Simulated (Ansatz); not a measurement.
# AlBH6N+ (SMILES [BH2][AlH][NH3+]): one structure at several levels

Aim: energy, forces and dipole at a structure displaced at random from a GFN2-xTB minimum, from CCSD(T) and from density functionals.

Program: Ansatz 0.2.0, Gaussian basis. Level of theory: single points in def2-TZVPP. These are calculated values, not measurements.

Correlated methods freeze the cores. B3LYP uses VWN-RPA correlation.

## 1. Starting geometry

9 atoms, charge 1, spin multiplicity 1.

Atoms are counted from 1 here; the program's logs count them from 0.

Bond lengths: B1–Al2 2.091 Å, B1–H4 1.224 Å, B1–H5 1.172 Å, Al2–N3 2.095 Å, Al2–H6 1.568 Å, N3–H7 1.028 Å, N3–H8 1.049 Å, N3–H9 1.058 Å. Angles: Al2–B1–H4 122.1°, Al2–B1–H5 122.0°, H4–B1–H5 115.8°, B1–Al2–N3 125.4°, B1–Al2–H6 145.0°, N3–Al2–H6 89.6°, Al2–N3–H7 107.0°, Al2–N3–H8 122.6°, Al2–N3–H9 108.5°, H7–N3–H8 108.7°, H7–N3–H9 104.8°, H8–N3–H9 103.9°.

Coordinates:

```
B    -1.20140    0.95220   -1.52350
Al    0.10540    0.74000    0.09470
N     0.71790   -1.08160    0.92850
H    -1.57360   -0.00600   -2.18770
H    -1.55050    2.00350   -1.90600
H     0.96380    1.50480    1.16110
H     1.74380   -1.11070    0.86670
H     0.33590   -2.00600    0.61080
H     0.51020   -1.06300    1.96620
```

## 2. CCSD(T)/def2-TZVPP

The input, run/in.yaml:

```yaml
crystal:
  periodic: [false, false, false]
  atoms:
    - {symbol: B, position_ang: [-1.201400, 0.952200, -1.523500]}
    - {symbol: Al, position_ang: [0.105400, 0.740000, 0.094700]}
    - {symbol: N, position_ang: [0.717900, -1.081600, 0.928500]}
    - {symbol: H, position_ang: [-1.573600, -0.006000, -2.187700]}
    - {symbol: H, position_ang: [-1.550500, 2.003500, -1.906000]}
    - {symbol: H, position_ang: [0.963800, 1.504800, 1.161100]}
    - {symbol: H, position_ang: [1.743800, -1.110700, 0.866700]}
    - {symbol: H, position_ang: [0.335900, -2.006000, 0.610800]}
    - {symbol: H, position_ang: [0.510200, -1.063000, 1.966200]}
basis:
  gaussian: {orbitals: def2-TZVPP}
total_charge: 1
correlation: {method: ccsd_t}
output: {forces: true}
```

The command line of these runs was not kept.

## 3. PBE0-D4/def2-TZVPP

Edit run/in.yaml of step 2 so:

```diff
@@ -15,3 +15,3 @@
 total_charge: 1
-correlation: {method: ccsd_t}
-output: {forces: true}
+hamiltonian: {xc: pbe0, dispersion: d4}
+output: {forces: true, orbitals: {seedname: orbitals}}
```

## 4. wB97M-V/def2-TZVPP

Edit run/in.yaml of step 3 so:

```diff
@@ -15,3 +15,3 @@
 total_charge: 1
-hamiltonian: {xc: pbe0, dispersion: d4}
-output: {forces: true, orbitals: {seedname: orbitals}}
+hamiltonian: {xc: {name: wB97M-V}}
+output: {forces: true}
```

## 5. r2SCAN-D4/def2-TZVPP

Edit run/in.yaml of step 4 so:

```diff
@@ -15,3 +15,3 @@
 total_charge: 1
-hamiltonian: {xc: {name: wB97M-V}}
+hamiltonian: {xc: r2scan, dispersion: d4}
 output: {forces: true}
```

## 6. PBE-D4/def2-TZVPP

Edit run/in.yaml of step 5 so:

```diff
@@ -15,3 +15,3 @@
 total_charge: 1
-hamiltonian: {xc: r2scan, dispersion: d4}
+hamiltonian: {xc: pbe, dispersion: d4}
 output: {forces: true}
```

## 7. wB97X-V/def2-TZVPP

Edit run/in.yaml of step 6 so:

```diff
@@ -15,3 +15,3 @@
 total_charge: 1
-hamiltonian: {xc: pbe, dispersion: d4}
+hamiltonian: {xc: {name: wB97X-V}}
 output: {forces: true}
```

## 8. B3LYP-D4/def2-TZVPP

Edit run/in.yaml of step 7 so:

```diff
@@ -15,3 +15,3 @@
 total_charge: 1
-hamiltonian: {xc: {name: wB97X-V}}
+hamiltonian: {xc: {name: B3LYP}, dispersion: d4}
 output: {forces: true}
```

(Steps that only read results are left out.)

**Question.** What will these runs give? Wanted: energy less free atoms, CCSD(T)/def2-TZVPP; RMS force component; RMS force error; HOMO and LUMO, PBE0-D4; T1 diagnostic.

**Answer**, as computed:

```
                                  quantity                                                                                            value
energy less free atoms, CCSD(T)/def2-TZVPP                                                                                  -468.5 kcal/mol
                       RMS force component                                                             0.529 to 0.622 eV/Å over the methods
                           RMS force error  PBE0-D4 0.045, wB97M-V 0.062, r2SCAN-D4 0.032, PBE-D4 0.150, wB97X-V 0.031, B3LYP-D4 0.042 eV/Å
                    HOMO and LUMO, PBE0-D4                                                                              -12.87 and -7.84 eV
                             T1 diagnostic                                                                                            0.008
```

In words: Against CCSD(T) the functionals' energies less atoms differ by -19.8 to -11.0 kcal/mol, PBE-D4 by -17.5 kcal/mol. A larger basis would deepen the CCSD(T) value, while the functionals are nearly converged already, so the order here is not reliable. The forces of wB97X-V come nearest to CCSD(T), those of PBE-D4 are farthest. Frozen-core CCSD(T) forces in triple zeta carry basis errors of their own, and this is one geometry, so small gaps rank nothing.
